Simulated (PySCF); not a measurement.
SiH₂, optimised at B3LYP/6-31G*:

```xyz
3

Si     0.0584     0.1189     0.1947
H      0.4894     0.1508    -1.2736
H     -0.7807    -1.1385    -0.0453
```

Method: PySCF energies (xtb for GFN2) plus ideal-gas RRHO corrections (1 bar). 6-31G* has spherical d functions here. All species are closed-shell singlets. B3LYP is the form with VWN-RPA correlation.

Problem. List the harmonic frequencies (cm⁻¹, unscaled) at this level and at the other levels, each on its own geometry.

Solution. 
- B3LYP/6-31G*: 1040, 2048, 2052
- GFN2-xTB: 946, 2044, 2077
- HF/6-31G*: 1130, 2204, 2215
- PBE/def2-SVP: 973, 1971, 1979
- PBE0/def2-TZVP: 1010, 2047, 2051
